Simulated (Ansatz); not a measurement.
Species: C$_{4}$H$_{3}$S (charge 0, doublet). It need not be the lowest isomer of its formula. 
Geometry from a B3LYP-D3(BJ)/def2-TZVP (Ansatz, a first-principles code) optimisation:
```xyz
8

S     -0.0004     0.0646     1.2100
C     -0.0118     1.2441    -0.0151
C      0.0112    -1.1811     0.0014
C     -0.0076     0.7751    -1.2817
C      0.0060    -0.6593    -1.2588
H      0.0210    -2.2174     0.2977
H     -0.0134     1.3765    -2.1780
H      0.0116    -1.2659    -2.1536
```
Charge 0, spin multiplicity 2.

Basis-set convergence of Hartree-Fock and MP2 correlation energies (hartree) with Ansatz. Correlated levels leave the core frozen unless marked. Open shells are spin-unrestricted. Spin-orbit coupling is left out. No relativistic terms.

The UHF reference is spin-contaminated (<S^2> 0.38 over the pure value in the largest basis). 

| basis | functions | E(HF) | E(corr, MP2) |
|---|---|---|---|
| cc-pV(D+d)Z | 94 | -550.67699 | -0.60189 |
| cc-pV(T+d)Z | 201 | … | … |

Fill in the missing entries.


- cc-pV(T+d)Z, E(HF): -550.73045
- cc-pV(T+d)Z, E(corr, MP2): -0.74509
